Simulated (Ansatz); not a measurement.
Basis-set extrapolation for C$_{5}$H$_{8}$O (`C=C1OC1(C)C`) (PBE0-D4/def2-TZVP geometry, frozen core, Ansatz 0.2.0). Multiplicity 1, RHF reference.

```tsv
	def2-TZVPP	def2-QZVPP
HF	-268.895634	-268.907842
MP2 correlation	-1.065612	-1.136391
CCSD(T) correlation	-1.153734	not run
```

Energies in hartree. Use E(X) = E(∞) + A·exp(−7.88·√X) for Hartree–Fock and E(X) = E(∞) + B·X^(−2.97) for correlation, with X = 3 and 4, and add CCSD(T) minus MP2 of the smaller set to the MP2 limit.

Task: What is the CCSD(T) energy at the basis-set limit?

Result: HF limit: -268.907842 + (-0.012208) × 0.13774 = -268.90952. MP2 limit: -1.136391 + (-0.070779) × 0.74074 = -1.18882. Higher-order term: -1.153734 − (-1.065612) = -0.08812. Total: -270.18646 hartree, 3.73 eV below CCSD(T)/def2-TZVPP.
